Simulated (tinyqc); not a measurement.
Inside a calculation. Method: UKS/B3LYP (VWN-RPA form) in the sto-3g basis, for BH2, spin multiplicity 2. This run ends on a higher stationary point, not on the lowest solution. One step of it, computed by the program tinyqc.

Task: Iteration 2: diagonalisation and new density. Diagonalise F' = X^T F X, C = X C', fill 4 alpha and 3 beta electrons from the bottom; D(s) = C_occ C_occ^T. Each column has its largest component positive (the first on a tie).

F(alpha) (hartree), order 1B 1s, 1B 2s, 1B 2px, 1B 2py, 1B 2pz, 2H 1s, 3H 1s:
$$\begin{pmatrix}
-6.681378 & -1.997590 & 0.000000 & 0.000000 & 0.006531 & -0.278247 & -0.278247 \\
-1.997590 & -0.929879 & 0.000000 & 0.000000 & 0.005158 & -0.306139 & -0.306139 \\
0.000000 & 0.000000 & -0.152195 & 0.000000 & 0.000000 & 0.000000 & 0.000000 \\
0.000000 & 0.000000 & 0.000000 & -0.118585 & 0.000000 & -0.206814 & 0.206814 \\
0.006531 & 0.005158 & 0.000000 & 0.000000 & -0.026887 & -0.059702 & -0.059702 \\
-0.278247 & -0.306139 & 0.000000 & -0.206814 & -0.059702 & -0.163137 & -0.036599 \\
-0.278247 & -0.306139 & 0.000000 & 0.206814 & -0.059702 & -0.036599 & -0.163137
\end{pmatrix}$$

F(beta) (hartree), order 1B 1s, 1B 2s, 1B 2px, 1B 2py, 1B 2pz, 2H 1s, 3H 1s:
$$\begin{pmatrix}
-6.667487 & -1.985127 & 0.000000 & 0.000000 & 0.006609 & -0.276590 & -0.276590 \\
-1.985127 & -0.858421 & 0.000000 & 0.000000 & 0.002146 & -0.295695 & -0.295695 \\
0.000000 & 0.000000 & 0.054126 & 0.000000 & 0.000000 & 0.000000 & 0.000000 \\
0.000000 & 0.000000 & 0.000000 & -0.093115 & 0.000000 & -0.204870 & 0.204870 \\
0.006609 & 0.002146 & 0.000000 & 0.000000 & -0.000311 & -0.060292 & -0.060292 \\
-0.276590 & -0.295695 & 0.000000 & -0.204870 & -0.060292 & -0.170948 & -0.035951 \\
-0.276590 & -0.295695 & 0.000000 & 0.204870 & -0.060292 & -0.035951 & -0.170948
\end{pmatrix}$$

X, order 1B 1s, 1B 2s, 1B 2px, 1B 2py, 1B 2pz, 2H 1s, 3H 1s:
$$\begin{pmatrix}
1.030967 & -0.156424 & 0.000000 & 0.000000 & -0.005147 & 0.022811 & 0.022811 \\
-0.156424 & 1.148195 & 0.000000 & 0.000000 & 0.040442 & -0.213378 & -0.213378 \\
0.000000 & 0.000000 & 1.000000 & 0.000000 & 0.000000 & 0.000000 & 0.000000 \\
0.000000 & 0.000000 & 0.000000 & 1.135058 & 0.000000 & -0.233839 & 0.233839 \\
-0.005147 & 0.040442 & 0.000000 & 0.000000 & 1.013694 & -0.072612 & -0.072612 \\
0.022811 & -0.213378 & 0.000000 & -0.233839 & -0.072612 & 1.131955 & -0.021780 \\
0.022811 & -0.213378 & 0.000000 & 0.233839 & -0.072612 & -0.021780 & 1.131955
\end{pmatrix}$$

Give: F' = X^T F X; orbital energies; coefficients C; F' = X^T F X; orbital energies; coefficients C; D(alpha) after iteration 2; D(beta) after iteration 2.

Result:

F' = X^T F X (alpha) (hartree):
$$\begin{pmatrix}
-6.502 & -1.079 & 0.000 & 0.000 & -0.005 & -0.009 & -0.009 \\
-1.079 & -0.425 & 0.000 & 0.000 & 0.049 & -0.192 & -0.192 \\
0.000 & 0.000 & -0.152 & 0.000 & 0.000 & 0.000 & 0.000 \\
0.000 & 0.000 & 0.000 & 0.053 & 0.000 & -0.228 & 0.228 \\
-0.005 & 0.049 & 0.000 & 0.000 & -0.009 & -0.067 & -0.067 \\
-0.009 & -0.192 & 0.000 & -0.228 & -0.067 & 0.012 & -0.030 \\
-0.009 & -0.192 & 0.000 & 0.228 & -0.067 & -0.030 & 0.012
\end{pmatrix}$$

orbital energies (alpha) (hartree): MO1 -6.689, MO2 -0.416, MO3 -0.275, MO4 -0.152, MO5 -0.060, MO6 0.210, MO7 0.370

coefficients C (alpha), order 1B 1s, 1B 2s, 1B 2px, 1B 2py, 1B 2pz, 2H 1s, 3H 1s:
$$\begin{pmatrix}
0.990 & -0.260 & 0.000 & 0.000 & 0.091 & -0.182 & 0.000 \\
0.039 & 0.792 & 0.000 & 0.000 & -0.374 & 0.816 & 0.000 \\
0.000 & 0.000 & 0.000 & 1.000 & 0.000 & 0.000 & 0.000 \\
0.000 & 0.000 & 0.560 & 0.000 & 0.000 & 0.000 & 1.041 \\
0.001 & 0.006 & 0.000 & 0.000 & 0.867 & 0.537 & 0.000 \\
-0.007 & 0.259 & 0.418 & 0.000 & 0.262 & -0.729 & -0.739 \\
-0.007 & 0.259 & -0.418 & 0.000 & 0.262 & -0.729 & 0.739
\end{pmatrix}$$

F' = X^T F X (beta) (hartree):
$$\begin{pmatrix}
-6.490 & -1.079 & 0.000 & 0.000 & -0.005 & -0.009 & -0.009 \\
-1.079 & -0.346 & 0.000 & 0.000 & 0.048 & -0.193 & -0.193 \\
0.000 & 0.000 & 0.054 & 0.000 & 0.000 & 0.000 & 0.000 \\
0.000 & 0.000 & 0.000 & 0.083 & 0.000 & -0.230 & 0.230 \\
-0.005 & 0.048 & 0.000 & 0.000 & 0.018 & -0.068 & -0.068 \\
-0.009 & -0.193 & 0.000 & -0.230 & -0.068 & 0.001 & -0.030 \\
-0.009 & -0.193 & 0.000 & 0.230 & -0.068 & -0.030 & 0.001
\end{pmatrix}$$

orbital energies (beta) (hartree): MO1 -6.674, MO2 -0.372, MO3 -0.269, MO4 -0.033, MO5 0.054, MO6 0.231, MO7 0.383

coefficients C (beta), order 1B 1s, 1B 2s, 1B 2px, 1B 2py, 1B 2pz, 2H 1s, 3H 1s:
$$\begin{pmatrix}
0.990 & -0.241 & 0.000 & 0.107 & 0.000 & -0.196 & 0.000 \\
0.036 & 0.717 & 0.000 & -0.426 & 0.000 & 0.859 & 0.000 \\
0.000 & 0.000 & 0.000 & 0.000 & 1.000 & 0.000 & 0.000 \\
0.000 & 0.000 & 0.527 & 0.000 & 0.000 & 0.000 & 1.058 \\
0.000 & 0.026 & 0.000 & 0.862 & 0.000 & 0.545 & 0.000 \\
-0.006 & 0.318 & 0.441 & 0.250 & 0.000 & -0.710 & -0.725 \\
-0.006 & 0.318 & -0.441 & 0.250 & 0.000 & -0.710 & 0.725
\end{pmatrix}$$

D(alpha) after iteration 2, order 1B 1s, 1B 2s, 1B 2px, 1B 2py, 1B 2pz, 2H 1s, 3H 1s:
$$\begin{pmatrix}
1.047 & -0.168 & 0.000 & 0.000 & -0.001 & -0.074 & -0.074 \\
-0.168 & 0.629 & 0.000 & 0.000 & 0.005 & 0.205 & 0.205 \\
0.000 & 0.000 & 1.000 & 0.000 & 0.000 & 0.000 & 0.000 \\
0.000 & 0.000 & 0.000 & 0.313 & 0.000 & 0.234 & -0.234 \\
-0.001 & 0.005 & 0.000 & 0.000 & 0.000 & 0.001 & 0.001 \\
-0.074 & 0.205 & 0.000 & 0.234 & 0.001 & 0.242 & -0.108 \\
-0.074 & 0.205 & 0.000 & -0.234 & 0.001 & -0.108 & 0.242
\end{pmatrix}$$

D(beta) after iteration 2, order 1B 1s, 1B 2s, 1B 2px, 1B 2py, 1B 2pz, 2H 1s, 3H 1s:
$$\begin{pmatrix}
1.039 & -0.137 & 0.000 & 0.000 & -0.006 & -0.083 & -0.083 \\
-0.137 & 0.515 & 0.000 & 0.000 & 0.019 & 0.228 & 0.228 \\
0.000 & 0.000 & 0.000 & 0.000 & 0.000 & 0.000 & 0.000 \\
0.000 & 0.000 & 0.000 & 0.278 & 0.000 & 0.232 & -0.232 \\
-0.006 & 0.019 & 0.000 & 0.000 & 0.001 & 0.008 & 0.008 \\
-0.083 & 0.228 & 0.000 & 0.232 & 0.008 & 0.296 & -0.093 \\
-0.083 & 0.228 & 0.000 & -0.232 & 0.008 & -0.093 & 0.296
\end{pmatrix}$$
